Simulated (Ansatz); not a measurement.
## Ansatz (development build ahead of 0.2.0) run

```yaml
crystal:
  periodic: [false, false, false]
  atoms:
    - { symbol: Cl, position_ang: [0.0, 0.0, 0.0] }
    - { symbol: Al, position_ang: [0.0, 0.0, 6.244] }
basis:
  gaussian: { orbitals: pcseg-2 }
magnetization:
  spin_polarized: true
hamiltonian:
  xc: hf
```

The input is written out in the form of the current development build from the run's settings.

Results

- Converged: yes
- Total energy: -701.34782 hartree
- Spin squared of the determinant: 1.014
- Stability test: minimum

Caution: the unrestricted determinant is a mixture of spin states.
